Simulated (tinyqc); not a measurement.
Inside a calculation. Method: MP2 on RHF in the sto-3g basis, frozen core, for BH2+, spin multiplicity 1. One step of it, computed by the program tinyqc.

Problem. Second-order Moller-Plesset energy. E2 = sum_ijab (ia|jb) [2 (ia|jb) - (ib|ja)] / (e_i + e_j - e_a - e_b) over occupied i, j and virtual a, b; the opposite-spin part is (ia|jb)^2 / denominator, the rest is same-spin, and SCS-MP2 scales them by 6/5 and 1/3.

orbital energies (hartree): MO1 -7.964304, MO2 -1.026278, MO3 -0.902932, MO4 -0.229125, MO5 -0.189304, MO6 0.258732, MO7 0.497952

Two-electron integrals over orbitals (pq|rs), unique and non-zero (hartree); the lowest 1 orbital is frozen and left out:
```
(22|22) 0.491497    (32|22) 0.037743    (32|32) 0.143954    (33|22) 0.474067
(33|32) -0.027931   (33|33) 0.511498    (42|22) 0.023418    (42|32) 0.000708
(42|33) 0.014915    (42|42) 0.069525    (43|22) 0.002249    (43|32) 0.015533
(43|33) -0.004505   (43|42) -0.005588   (43|43) 0.027127    (44|22) 0.458613
(44|32) 0.000449    (44|33) 0.446541    (44|42) -0.060093   (44|43) 0.009522
(44|44) 0.594306    (52|52) 0.074828    (53|52) -0.005949   (53|53) 0.021537
(54|52) -0.024598   (54|53) 0.003114    (54|54) 0.039060    (55|22) 0.478866
(55|32) 0.000373    (55|33) 0.454476    (55|42) -0.023652   (55|43) 0.005004
(55|44) 0.516674    (55|55) 0.586773    (62|22) 0.032357    (62|32) -0.009231
(62|33) 0.002570    (62|42) 0.001785    (62|43) 0.003327    (62|44) 0.063589
(62|55) 0.088172    (62|62) 0.079981    (63|22) -0.030981   (63|32) -0.072024
(63|33) 0.009148    (63|42) 0.005900    (63|43) -0.019040   (63|44) -0.028262
(63|55) -0.031837   (63|62) -0.022341   (63|63) 0.085623    (64|22) 0.024929
(64|32) 0.009501    (64|33) 0.002473    (64|42) 0.022359    (64|43) -0.003921
(64|44) 0.017770    (64|55) 0.025392    (64|62) 0.038642    (64|63) -0.015598
(64|64) 0.033008    (65|52) 0.054208    (65|53) -0.009455   (65|54) -0.011717
(65|65) 0.047654    (66|22) 0.474631    (66|32) -0.041375   (66|33) 0.495394
(66|42) 0.051577    (66|43) -0.014934   (66|44) 0.426263    (66|55) 0.456134
(66|62) 0.015270    (66|63) 0.028510    (66|64) 0.020286    (66|66) 0.545560
(72|22) 0.002665    (72|32) -0.022843   (72|33) 0.005619    (72|42) -0.007757
(72|43) -0.023742   (72|44) 0.022564    (72|55) 0.026215    (72|62) 0.018434
(72|63) 0.045164    (72|64) 0.007995    (72|66) 0.016681    (72|72) 0.059304
(73|22) 0.031137    (73|32) -0.013922   (73|33) 0.027974    (73|42) -0.040975
(73|43) 0.005722    (73|44) 0.098928    (73|55) 0.095791    (73|62) 0.063858
(73|63) -0.017655   (73|64) 0.018324    (73|66) -0.003838   (73|72) 0.025845
(73|73) 0.096703    (74|22) -0.010393   (74|32) -0.056988   (74|33) 0.013862
(74|42) 0.006768    (74|43) 0.010755    (74|44) 0.000956    (74|55) 0.002693
(74|62) 0.009922    (74|63) 0.029607    (74|64) -0.002368   (74|66) 0.021545
(74|72) 0.003834    (74|73) 0.008703    (74|74) 0.044154    (75|52) 0.012993
(75|53) 0.015122    (75|54) -0.002740   (75|65) 0.006173    (75|75) 0.019687
(76|22) 0.031388    (76|32) 0.114842    (76|33) -0.027672   (76|42) 0.011456
(76|43) 0.022558    (76|44) -0.006100   (76|55) 0.001363    (76|62) 0.001196
(76|63) -0.080152   (76|64) 0.014310    (76|66) -0.036942   (76|72) -0.043849
(76|73) -0.017483   (76|74) -0.043550   (76|76) 0.119111    (77|22) 0.497218
(77|32) 0.048496    (77|33) 0.497406    (77|42) 0.001313    (77|43) 0.009949
(77|44) 0.479640    (77|55) 0.476870    (77|62) 0.002402    (77|63) -0.039928
(77|64) 0.003334    (77|66) 0.483896    (77|72) -0.014503   (77|73) 0.029461
(77|74) -0.017247   (77|76) 0.039573    (77|77) 0.558473
```

Hartree-Fock energy = -25.14677196 hartree

Give: Terms; Pair energies; MP2 correlation energy; SCS-MP2 correlation energy; MP2 total energy.

Solution.

Terms:
```
i  j  a  b   (ia|jb)   (ib|ja)  denominator       term
2  2  5  5     0.075     0.075       -1.674  -3.34e-03
3  3  7  7     0.097     0.097       -2.802  -3.34e-03
3  3  6  6     0.086     0.086       -2.323  -3.16e-03
2  2  4  4     0.070     0.070       -1.594  -3.03e-03
2  2  6  6     0.080     0.080       -2.570  -2.49e-03
3  2  7  6     0.064     0.045       -2.686  -1.96e-03
2  3  6  7     0.064     0.045       -2.686  -1.96e-03
2  2  7  7     0.059     0.059       -3.048  -1.15e-03
3  2  7  4    -0.041    -0.024       -2.198  -1.09e-03
2  3  4  7    -0.041    -0.024       -2.198  -1.09e-03
3  3  4  4     0.027     0.027       -1.348  -5.46e-04
2  3  7  6     0.045     0.064       -2.686  -4.45e-04
3  2  6  7     0.045     0.064       -2.686  -4.45e-04
3  3  5  5     0.022     0.022       -1.427  -3.25e-04
3  2  7  7     0.026     0.026       -2.925  -2.28e-04
2  3  7  7     0.026     0.026       -2.925  -2.28e-04
3  2  6  6    -0.022    -0.022       -2.447  -2.04e-04
2  3  6  6    -0.022    -0.022       -2.447  -2.04e-04
3  3  6  4    -0.019    -0.019       -1.835  -1.98e-04
3  3  4  6    -0.019    -0.019       -1.835  -1.98e-04
3  3  7  6    -0.018    -0.018       -2.563  -1.22e-04
3  3  6  7    -0.018    -0.018       -2.563  -1.22e-04
2  2  6  7     0.018     0.018       -2.809  -1.21e-04
2  2  7  6     0.018     0.018       -2.809  -1.21e-04
2  3  7  4    -0.024    -0.041       -2.198  -7.03e-05
3  2  4  7    -0.024    -0.041       -2.198  -7.03e-05
2  2  4  7    -0.008    -0.008       -2.321  -2.59e-05
2  2  7  4    -0.008    -0.008       -2.321  -2.59e-05
3  2  6  4     0.006  3.33e-03       -1.959  -2.55e-05
2  3  4  6     0.006  3.33e-03       -1.959  -2.55e-05
2  3  5  5    -0.006    -0.006       -1.551  -2.28e-05
3  2  5  5    -0.006    -0.006       -1.551  -2.28e-05
2  3  4  4    -0.006    -0.006       -1.471  -2.12e-05
3  2  4  4    -0.006    -0.006       -1.471  -2.12e-05
3  3  7  4     0.006     0.006       -2.075  -1.58e-05
3  3  4  7     0.006     0.006       -2.075  -1.58e-05
2  2  4  6  1.79e-03  1.79e-03       -2.082  -1.53e-06
2  2  6  4  1.79e-03  1.79e-03       -2.082  -1.53e-06
2  3  6  4  3.33e-03     0.006       -1.959  -1.28e-06
3  2  4  6  3.33e-03     0.006       -1.959  -1.28e-06
```

Pair energies (hartree; pair i-j sums ij and ji):
```
pair  opposite spin  same spin
2-2          -0.010          0
3-2          -0.008  -5.37e-04
3-3          -0.008          0
```

MP2 correlation energy = -0.02648 hartree

SCS-MP2 correlation energy = -0.03131 hartree

MP2 total energy = -25.17326 hartree
